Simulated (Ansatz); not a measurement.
## BN (boron nitride): methods side by side

The species is BN (2 atoms), meant as a triplet with charge 0. As SMILES, `B#N`. The shape is that of a GFN2-xTB optimisation.

```tsv
atom	x (Å)	y (Å)	z (Å)
B	0.0000	0.0000	0.0000
N	0.0000	0.0000	1.2684
```

Quantity: the energy change with the B1–N2 bond stretched from 1.268 to 3.171 Å, in eV. The values are calculated.

```json
{"level": "UHF/6-31G", "kind": "Hartree–Fock", "program": "Ansatz", "value (eV)": "1.31", "less FCI/6-31G": "-1.68", "CPU time (all runs)": "0.18 s"}
{"level": "RPA@PBE/6-31G", "kind": "RPA", "program": "Ansatz", "value (eV)": "2.70", "less FCI/6-31G": "-0.29", "CPU time (all runs)": "1.8 s"}
{"level": "UBCCD(T)/6-31G", "kind": "coupled cluster or CI", "program": "Ansatz", "value (eV)": "2.98", "less FCI/6-31G": "-0.01", "CPU time (all runs)": "0.68 s"}
{"level": "UCCSD(T)/6-31G", "kind": "coupled cluster or CI", "program": "Ansatz", "value (eV)": "2.98", "less FCI/6-31G": "-0.01", "CPU time (all runs)": "0.54 s"}
{"level": "UCCSDT(Q)/6-31G", "kind": "coupled cluster or CI", "program": "Ansatz", "value (eV)": "3.00", "less FCI/6-31G": "+0.01", "CPU time (all runs)": "2.9 s"}
{"level": "UCCSDT/6-31G", "kind": "coupled cluster or CI", "program": "Ansatz", "value (eV)": "2.98", "less FCI/6-31G": "-0.01", "CPU time (all runs)": "1.7 s"}
{"level": "UCCSDTQ/6-31G", "kind": "coupled cluster or CI", "program": "Ansatz", "value (eV)": "2.99", "less FCI/6-31G": "0.00", "CPU time (all runs)": "37 s"}
{"level": "FCI/3-21G", "kind": "exact in the basis", "program": "Ansatz", "value (eV)": "2.98", "less FCI/6-31G": "-0.01", "CPU time (all runs)": "9.6 s"}
{"level": "FCI/6-31G", "kind": "exact in the basis", "program": "Ansatz", "value (eV)": "2.99", "less FCI/6-31G": "0.00", "CPU time (all runs)": "6.6 s"}
```

FCI/6-31G is exact within its basis and frozen core, so for wave-function methods in that basis the difference is their error. The first shape isn't each level's own minimum. The values span 1.31 to 3.00 eV. Spin contamination of the reference (⟨S²⟩ at least 0.1 too high) touches UHF/6-31G, RPA@PBE/6-31G, UBCCD(T)/6-31G, UCCSD(T)/6-31G, UCCSDT(Q)/6-31G, UCCSDT/6-31G, UCCSDTQ/6-31G. All rows use very small basis sets, so none should be taken for the real molecule's value. CPU times are rough (shared hosts, several kinds of processor and program).
